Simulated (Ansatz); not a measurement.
Ideal-gas functions of C2H4N2O, SMILES `OC1=NCN1` at 400 K and 1 bar, from an Ansatz frequency run at PBE0-D4/def2-TZVP.

Molar mass 72.07 g/mol, point group C1 (symmetry number 1), electronic degeneracy 1, moments of inertia 36.732, 95.915, 128.352 u Å². Harmonic wavenumbers (cm⁻¹, unscaled): 294, 451, 463, 615, 761, 774, 942, 1024, 1064, 1090, 1128, 1186, 1255, 1292, 1488, 1559, 1722, 3075, 3136, 3566, 3817.

Use S(trans) = R[1.5 ln M + 2.5 ln T − 1.1517]; rotational temperatures θ = 24.2544 K / I; S(rot) = R[ln(√π/σ · √(T³/θAθBθC)) + 1.5]; for each mode x = 1.438777 ν̃/T, S = R[x/(eˣ − 1) − ln(1 − e⁻ˣ)] and H = RT x/(eˣ − 1); 1 cm⁻¹ = 0.0119627 kJ/mol; R = 8.31446 J/(mol·K).

Problem. By hand: the entropy, in J/(mol·K).

Solution. Translation 168.3. Rotation: θ = 0.6603, 0.2529, 0.189 K, giving 106.3. Vibration, mode by mode: 8.23, 5.15, 4.97, 3.22, 2.13, 2.05, 1.27, 1.00, 0.89, 0.83, 0.74, 0.62, 0.51, 0.45, 0.25, 0.20, 0.12, 0.00, 0.00, 0.00, 0.00, in all 32.6. Electronic 0.0. Sum 307.2 J/(mol·K).

Problem. By hand: H − E and G − E in kJ/mol, counted from the electronic energy.

Solution. Zero-point energy ½ × 30702 × 0.0119627 = 183.6; thermal vibration 8.8; translation, rotation and pV give 4 RT = 13.3. H − E = 205.7 kJ/mol, and G − E = 205.7 − 400 × 307.2/1000 = 82.8 kJ/mol.

Vibration gives 11 % of the entropy. The sum counts one conformer and one mirror image; others add a mixing term.
